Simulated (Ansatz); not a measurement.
# SF⁺, triplet: the ladder up to full CI

Geometry: a PBE0/def2-TZVP stationary point for this spin.

```yaml
atoms:
  - { symbol: F, position_ang: [0.0000, 0.0000, 0.0000] }
  - { symbol: S, position_ang: [0.0000, 0.0000, 1.5040] }
```

Basis 6-31G; Ansatz 0.2.0. Only valence electrons are correlated (noble-gas cores frozen), which leaves 12 electrons in 16 orbitals. Prefix R: restricted or restricted open-shell reference; prefix U: unrestricted. Active spaces: valence = (12e, 8o) chosen from the atoms' valence shells.

Full CI is exact within this basis and frozen core; it isn't the basis-set limit. The frozen core follows each run's orbitals, which can shift R against U totals by a few meV.

For open shells CISD is restricted-active-space CI with the open shells as a complete middle space.

The UHF ⟨S²⟩ is 2.010 and the T1 diagnostic (RCCSD) is 0.0292. The largest doubles amplitude (RCCSD) is 0.066 and the T1 diagnostic (UCCSD) is 0.0257.

Q: From what is known of these methods and the diagnostics, rank them by the size of their error in total energy against full CI in 6-31G, smallest first (an estimate: the text doesn't fix the numbers).
A. UCCSDT
B. UMP2
C. UCCSDTQ
D. UCCSD
E. MRCISD (valence space)

A: C (0.0 kJ/mol), A (1.2 kJ/mol), D (11.9 kJ/mol), E (15.8 kJ/mol), B (20.4 kJ/mol).

All errors are against full CI in 6-31G. Below it: UCCSDTQ. Within each family the higher level lies nearer, as is usual though not guaranteed.

The full-CI state has the irrep A2 of C2v, in the program's axes (one component, if the state is degenerate).

Natural occupations of full CI about the gap: 1.974 1.974 1.953 1.009 1.009 0.051 0.014 0.014 0.009 0.004; effectively unpaired electrons, Σ n²(2−n)², 2.03.
